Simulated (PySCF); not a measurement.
# SiO⁺ with other numerical set-ups

Which parts of the numerical set-up matter for SiO⁺? Each run edits the base script.

The runs use PySCF 2.14.0; method and basis as typed in the scripts.

4 further runs of the same task are left out: 4 that didn't finish.

## 1. The system as given

SiO⁺: 2 atoms, charge 1, spin multiplicity 2.

Bond lengths: Si1–O2 1.551 Å.

## 2. The run that the others are compared with

The input, input.py:

```python
from pyscf import gto, scf
from pyscf.geomopt.geometric_solver import optimize

mol = gto.M(
    atom='Si 0 0 0; O 0 0 1.551',
    basis='cc-pvdz',
    charge=1,
    spin=1,
    verbose=3,
)
mf = scf.ROHF(mol)
mf = mf.newton()
mf.kernel()
mol_eq = optimize(mf, maxsteps=30)
print('optimised geometry (angstrom)')
print(mol_eq.tostring('raw'))
print('orbital energies (hartree):', mf.mo_energy[..., max(0, mol.nelec[1]-3):mol.nelec[0]+3].round(4))
```

Started as:

```bash
$ OMP_NUM_THREADS=1 python input.py
```

Its log is not repeated here.

In short: at the starting geometry E(SCF) = -363.402266 Eh, optimised bond 1.587 Å in 4 steps; the optimisation lowers the energy by 0.028 eV.

## 3. Spin-free X2C on

Variant 1 changes spin-free X2C: off → on.

The input, input.py:

```python
from pyscf import gto, scf
from pyscf.geomopt.geometric_solver import optimize

mol = gto.M(
    atom='Si 0 0 0; O 0 0 1.551',
    basis='cc-pvdz',
    charge=1,
    spin=1,
    verbose=3,
)
mf = scf.ROHF(mol)
mf = mf.sfx2c1e()
mf = mf.newton()
mf.kernel()
mol_eq = optimize(mf, maxsteps=30)
print('optimised geometry (angstrom)')
print(mol_eq.tostring('raw'))
print('orbital energies (hartree):', mf.mo_energy[..., max(0, mol.nelec[1]-3):mol.nelec[0]+3].round(4))
```

Started as:

```bash
$ OMP_NUM_THREADS=1 python input.py
```

## 4. Def2-svpd

Variant 2 changes basis set: cc-pvdz → def2-svpd.

input.py, as its differences from that of step 2:

```diff
@@ -5,3 +5,3 @@
     atom='Si 0 0 0; O 0 0 1.551',
-    basis='cc-pvdz',
+    basis='def2-svpd',
     charge=1,
```

## 5. Cartesian functions on

Variant 3 changes Cartesian functions: off → on.

input.py, as its differences from that of step 2:

```diff
@@ -8,2 +8,3 @@
     spin=1,
+    cart=True,
     verbose=3,
```

## 6. Density fitting auto

Variant 4 changes density fitting: none → auto.

input.py, as its differences from that of step 2:

```diff
@@ -11,2 +11,3 @@
 mf = scf.ROHF(mol)
+mf = mf.density_fit()
 mf = mf.newton()
```

## 7. 3-21g

Variant 5 changes basis set: cc-pvdz → 3-21g.

input.py, as its differences from that of step 2:

```diff
@@ -5,3 +5,3 @@
     atom='Si 0 0 0; O 0 0 1.551',
-    basis='cc-pvdz',
+    basis='3-21g',
     charge=1,
```

## 8. 6-31+g*

Variant 6 changes basis set: cc-pvdz → 6-31+g*.

input.py, as its differences from that of step 2:

```diff
@@ -5,3 +5,3 @@
     atom='Si 0 0 0; O 0 0 1.551',
-    basis='cc-pvdz',
+    basis='6-31+g*',
     charge=1,
```

What does the calculation give? Wanted: for each run, E(SCF); from base; after the SCF.

**Answer**, as computed:

| run | E(SCF) (hartree) | from base (eV) | functions | after the SCF |
| --- | --- | --- | --- | --- |
| base | -363.402266 | 0 | 32 | bond 1.587 Å, -0.028 eV |
| spin-free X2C on | -363.994526 | -16.1162 | 32 | bond 1.587 Å, -0.027 eV |
| def2-svpd | -363.249223 | +4.1645 | 47 | bond 1.574 Å, -0.012 eV |
| Cartesian functions on | -363.402750 | -0.0132 | n/a | bond 1.586 Å, -0.026 eV |
| density fitting auto | -363.402168 | +0.0027 | 32 | bond 1.587 Å, -0.028 eV |
| 3-21g | -361.475528 | +52.4292 | 22 | bond 1.615 Å, -0.094 eV |
| 6-31+g* | -363.388463 | +0.3756 | 40 | bond 1.559 Å, -0.001 eV |

SCF columns refer to the geometry typed in the script.

In words: The largest comparable shift of the SCF energy, +52.429 eV, comes with the run “3-21g”. Scalar relativity lowers the total energy by 16.12 eV, nearly all of it in the inner shells; a basis contracted without relativity catches only part of it. def2-svpd (47 functions) gives an energy 4.16 eV higher than cc-pvdz (32); size alone doesn't order basis sets of different families. 3-21g (22 functions) gives an energy 52.43 eV higher than cc-pvdz (32). 6-31+g* (40 functions) gives an energy 0.38 eV higher than cc-pvdz (32); size alone doesn't order basis sets of different families.
